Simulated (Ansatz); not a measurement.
Results of LDA (plane waves, PAW; Ansatz, a quantum-chemistry and plane-wave program) for hcp Tl.

Run with plane-wave cutoff 500 eV, 24×24×14 k mesh (along the axes of the cell as run), Fermi–Dirac smearing 0.1 eV, scalar-relativistic PAW data made under PBE.

Computed at the level's own relaxed cell.

Question: Predict the equilibrium volume per atom, lattice constant a and c axis length.

Answer: 
equilibrium volume per atom: 27.30 Å³/atom
lattice constant a: 3.415 Å
c axis length: 5.406 Å

Measured, for comparison: lattice constant a 3.457 Å, lattice parameter c 5.525 Å (293 K, not corrected to a static lattice; as tabulated in Wikipedia's data pages). Computed (rounded) less measured: lattice constant a -1.2 %, lattice parameter c -2.2 %. A static lattice is as a rule a little smaller and stiffer than an uncorrected measurement, which narrows the difference in the lattice constant a and would widen misses of the other sign.

Spin–orbit coupling is not included; it can shift volumes and moduli of such heavy elements.

The computed numbers hold no vibrational or temperature effects.

Cost on a shared machine: very roughly 2.9 core-minutes.
